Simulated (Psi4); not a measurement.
**Si3H8 (trisilane): HF/6-31G(d) (spherical functions)**

What is the energy change on altering one bond length of Si3H8 (trisilane) at HF/6-31G* (spherical functions)? 

The results are computed with Psi4 1.11.

## Step 1: Starting point

Si3H8: 11 atoms, total charge 0, spin state singlet. As SMILES, `[SiH3][SiH2][SiH3]`. Geometry: relaxed at PBE0-D4/def2-TZVP.

Bond lengths: Si1–Si2 2.338 Å, Si2–Si3 2.338 Å, Si1–H4 1.488 Å, Si1–H5 1.488 Å, Si1–H6 1.488 Å, Si2–H7 1.490 Å, Si2–H8 1.490 Å, Si3–H9 1.488 Å, Si3–H10 1.488 Å, Si3–H11 1.488 Å. Some angles: Si1–Si2–Si3 110.4°, Si1–Si2–H7 109.6°, Si1–Si2–H8 109.6°, Si3–Si2–H7 109.6°, Si3–Si2–H8 109.6°, Si2–Si1–H4 111.2°, Si2–Si1–H5 109.8°, Si2–Si1–H6 109.8°, Si2–Si3–H9 109.8°, Si2–Si3–H10 109.8°.

## Step 2: Energy and forces at HF/6-31G(d) (spherical functions)

Contents of job.dat:

```
memory 1600 mb

molecule molecule1 {
  0 1
  Si    -1.292570     1.366730    -0.525270
  Si    -0.462570    -0.807300    -0.296320
  Si     1.631930    -0.774400     0.742750
  H     -2.625850     1.367720    -1.185120
  H     -0.354030     2.180440    -1.344070
  H     -1.422540     2.000090     0.814640
  H     -0.343400    -1.440160    -1.640160
  H     -1.410380    -1.620800     0.516390
  H      1.515950    -0.154940     2.090430
  H      2.583820     0.031780    -0.068050
  H      2.179610    -2.149160     0.894770
  symmetry c1
  no_reorient
  no_com
}

set basis 6-31G*
set reference rhf
set puream true
set e_convergence 1e-09
set d_convergence 1e-08
set scf_type pk

e, wfn = gradient('scf', return_wfn=True)
oeprop(wfn, 'LOWDIN_CHARGES', 'DIPOLE', 'QUADRUPOLE')
```

Command:

```bash
psi4 -i job.dat -o job.out -n 1
```

job.out:

```text
[...]
  Running in c1 symmetry.
[...]
  Nuclear repulsion =  193.117837117706443
[...]
  Multiplicity = 1
[...]
  Nalpha       = 25
  Nbeta        = 25
[...]
    Number of basis functions: 70
[...]
   @RHF iter   1:  -871.33083659177726   -8.42166e-01   2.51431e-03 DIIS/ADIIS
[...]
   @RHF iter   9:  -871.38249846961526   -3.49019e-11   8.65699e-09 DIIS
[...]
    Orbital Energies [Eh]
    ---------------------
    Doubly Occupied:
       1A    -68.754540     2A    -68.754531     3A    -68.747665
       4A     -6.121095     5A     -6.121093     6A     -6.115891
       7A     -4.226190     8A     -4.226187     9A     -4.226178
      10A     -4.226175    11A     -4.225972    12A     -4.225958
      13A     -4.220926    14A     -4.220729    15A     -4.220602
      16A     -0.771247    17A     -0.716564    18A     -0.653553
      19A     -0.508032    20A     -0.494469    21A     -0.484291
      22A     -0.483670    23A     -0.468232    24A     -0.422960
      25A     -0.384894
[...]
  @RHF Final Energy:  -871.38249846961526
   => Energetics <=
    Nuclear Repulsion Energy =            193.1178371177064435
    One-Electron Energy =               -1592.9573824830629292
    Two-Electron Energy =                 528.4570468957413141
    Total Energy =                       -871.3824984696152569
[...]
  -Total Gradient:
     Atom            X                  Y                   Z
    ------   -----------------  -----------------  -----------------
       1        0.003661012496    -0.006450944359     0.001271906161
       2        0.003533183615     0.006164051328     0.002265592209
       3       -0.006707533602     0.001134592260    -0.003225205911
       4       -0.003460267164    -0.000360165977    -0.001743348054
       5        0.002484910361     0.001634387868    -0.002133244056
       6       -0.000283867452     0.001167178980     0.003454115507
       7        0.000508218646    -0.001262975026    -0.003310236896
       8       -0.002222770030    -0.001727805859     0.002214328365
       9       -0.000703399653     0.001465372719     0.003280493294
      10        0.002061424395     0.001951556399    -0.002309485566
      11        0.001129088385    -0.003715248319     0.000235084951
[...]
 Multipole Moments:
 ------------------------------------------------------------------------------------
     Multipole            Electronic (a.u.)      Nuclear  (a.u.)        Total (a.u.)
 ------------------------------------------------------------------------------------
 L = 1.  Multiply by 2.5417464519 to convert [e a0] to [Debye]
 Dipole X            :          3.0078737           -3.0268877           -0.0190140
 Dipole Y            :          5.2479038           -5.2810475           -0.0331438
 Dipole Z            :          1.9247207           -1.9368370           -0.0121162
 Magnitude           :                                                    0.0400855
 L = 2.  Multiply by 1.3450342976 to convert [e a0^2] to [Debye ang]
 Quadrupole XX       :       -351.8107564          316.2060884          -35.6046679
 Quadrupole XY       :        166.1298321         -165.9194298            0.2104023
[...]
```

Run time: 4.2 s. Hardware: 1 thread of Intel Xeon 6975P-C (Granite Rapids), shared host; peak memory 0.23 GiB.

## Step 3: The distorted shape: the energy at HF/6-31G(d) (spherical functions)

Contents of job.py:

```python
import psi4

psi4.set_memory('1600 MB')
psi4.set_num_threads(1)
psi4.core.set_output_file('psi4.out', False)

molecule = psi4.geometry("""
Si    -2.67789877     3.19905689    -1.05752097
Si    -0.87413061    -1.52557590    -0.55996365
Si     3.08390075    -1.46340391     1.40359408
H     -5.19743281     3.20092771    -2.30445676
H     -0.90431521     4.73674593    -2.60482873
H     -2.92350647     4.39593382     1.47454196
H     -0.64893195    -2.72150798    -3.09945320
H     -2.66523193    -3.06286810     0.97583567
H      2.86473032    -0.29279417     3.95034018
H      4.88271216     0.06005550    -0.12859586
H      4.11886596    -4.06132380     1.69087024
units au
symmetry c1
no_reorient
no_com
""")

psi4.set_options({
    'basis': '6-31G*',
    'puream': True,
    'e_convergence': 1e-09,
    'd_convergence': 1e-08,
    'scf_type': 'pk',
})

result, w = psi4.energy("scf", molecule=molecule, return_wfn=True)
psi4.oeprop(w, "WIBERG_LOWDIN_INDICES", "DIPOLE", "QUADRUPOLE")
print(f'scf energy: {result:.10f} Eh')
for k, v in sorted(psi4.core.scalar_variables().items()):
    print(f'{k:45s} {v:18.10f}')
```

Command:

```bash
python job.py
```

psi4.out:

```text
[...]
  Running in c1 symmetry.
[...]
  Nuclear repulsion =  183.637830601829478
[...]
  Multiplicity = 1
[...]
  Nalpha       = 25
  Nbeta        = 25
[...]
    Number of basis functions: 70
[...]
   @RHF iter   1:  -871.31945480426032   -1.05138e+00   2.38599e-03 ADIIS/DIIS
[...]
   @RHF iter  10:  -871.36606055086099   -9.09495e-13   2.00091e-09 DIIS
[...]
    Orbital Energies [Eh]
    ---------------------
    Doubly Occupied:
       1A    -68.770528     2A    -68.763403     3A    -68.755225
       4A     -6.132723     5A     -6.127154     6A     -6.121629
       7A     -4.237899     8A     -4.237897     9A     -4.237605
      10A     -4.232257    11A     -4.232059    12A     -4.231931
      13A     -4.226725    14A     -4.226706    15A     -4.226466
      16A     -0.756617    17A     -0.712601    18A     -0.657750
      19A     -0.503185    20A     -0.491324    21A     -0.485124
      22A     -0.484864    23A     -0.470883    24A     -0.416215
      25A     -0.360427
[...]
  @RHF Final Energy:  -871.36606055086099
   => Energetics <=
    Nuclear Repulsion Energy =            183.6378306018294779
    One-Electron Energy =               -1573.8093916112927673
    Two-Electron Energy =                 518.8055004586024097
    Total Energy =                       -871.3660605508609933
[...]
 Multipole Moments:
 ------------------------------------------------------------------------------------
     Multipole            Electronic (a.u.)      Nuclear  (a.u.)        Total (a.u.)
 ------------------------------------------------------------------------------------
 L = 1.  Multiply by 2.5417464519 to convert [e a0] to [Debye]
 Dipole X            :          7.0149243           -7.0269108           -0.0119864
 Dipole Y            :         -5.2168062            5.1962480           -0.0205582
 Dipole Z            :          3.0325952           -3.0402141           -0.0076189
 Magnitude           :                                                    0.0249872
 L = 2.  Multiply by 1.3450342976 to convert [e a0^2] to [Debye ang]
 Quadrupole XX       :       -372.9262703          337.1548322          -35.7714381
 Quadrupole XY       :        205.6094544         -205.5625874            0.0468670
[...]
```

On the terminal:

```text
scf energy: -871.3660605509 Eh
CURRENT ENERGY                                   -871.3660605509
CURRENT REFERENCE ENERGY                         -871.3660605509
DD SOLVATION ENERGY                                 0.0000000000
HF KINETIC ENERGY                                 871.6774965944
HF POTENTIAL ENERGY                             -1743.0435571452
HF TOTAL ENERGY                                  -871.3660605509
HF VIRIAL RATIO                                     1.9996427164
NUCLEAR REPULSION ENERGY                          183.6378306018
ONE-ELECTRON ENERGY                             -1573.8093916113
PCM POLARIZATION ENERGY                             0.0000000000
PE ENERGY                                           0.0000000000
SCF ITERATION ENERGY                             -871.3660605509
SCF ITERATIONS                                     10.0000000000
SCF TOTAL ENERGY                                 -871.3660605509
TWO-ELECTRON ENERGY                               518.8055004586
```

It took 2.1 s on 1 thread of Intel Xeon 6975P-C (Granite Rapids), shared host; peak memory 0.23 GiB.

## Step 4: Results

Level: HF/6-31G* (spherical functions).

```
                                                           quantity          value
                                          first shape: total energy  -871.38250 Eh
                                         first shape: dipole moment         0.10 D
                                           first shape: HOMO energy      -10.47 eV
                                           first shape: LUMO energy        3.26 eV
                                         first shape: HOMO–LUMO gap       13.74 eV
                              first shape: largest force on an atom     0.387 eV/Å
                                      distorted shape: total energy  -871.36606 Eh
                                     distorted shape: dipole moment         0.06 D
                                       distorted shape: HOMO energy       -9.81 eV
                                       distorted shape: LUMO energy        2.56 eV
                                     distorted shape: HOMO–LUMO gap       12.37 eV
energy change with the Si1–Si2 bond stretched from 2.338 to 2.689 Å       0.447 eV
```

**Reading.** With the Si1–Si2 bond stretched from 2.338 to 2.689 Å the energy rises by 0.45 eV (10.3 kcal/mol). The first shape isn't relaxed at this level, so the change isn't measured from a minimum. The largest force (first shape) is 0.39 eV/Å: the shape isn't a stationary point for this species at this level.
